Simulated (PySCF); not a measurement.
**Which determinant of BF lies lowest?**

Unrestricted PBE0; B def2-SVPD, F def2-SVPD; no relativity (PySCF 2.14). Outer shells of the fragments: B 2s2 2p1; F 2s2 2p5.

Followed along the bond (rough minima from three points):

```csv
2Ms+1,unpaired,⟨S²⟩ at the start,R at minimum (Å),Te (eV)
1,none,0.00,1.27,0.00
3,"σ ↑, π ↑",2.00,1.32,3.07
```

Solutions found at the starting distance of 1.430 Å, counted from the lowest of them; the search is not exhaustive and high or unbound solutions are not listed, so other states can lie among these:

```
2Ms+1  unpaired   term  E (eV)  ⟨S²⟩  ⟨Lz²⟩  μ (D)
    1      none    ¹Σ⁺    0.00  0.00   0.00   0.09
    3  σ ↑, π ↑     ³Π    2.84  2.00   1.00  -1.17
    1  σ ↓, π ↑  mixed    4.00  1.00   1.00  -0.89
    3      σ ↑↑    ³Σ⁺    7.59  2.01   0.00  -2.74
    3      π ↑↑    ³Σ⁻    8.27  2.05   0.00  -2.16
    3      π ↑↑  mixed    9.39  2.01   2.01   3.76
```

A term symbol is given only where ⟨S²⟩ and ⟨Lz²⟩ are close to those of a pure state; real π, δ and φ orbitals otherwise mix terms. A positive dipole means B(−)F(+).

Compare the gap between the two lowest followed solutions at the starting distance with the gap between their minima.

At PBE0 the second solution (triplet, unpaired electrons σ ↑, π ↑) lies +2.84 eV from the first (singlet, closed shell) at 1.430 Å and +3.07 eV at the minima; the two curves relax by different amounts, since their minima lie near 1.32 and 1.27 Å.

Counting both spins, an empty level lies below a filled one in some of these solutions, because spin and occupation are held.
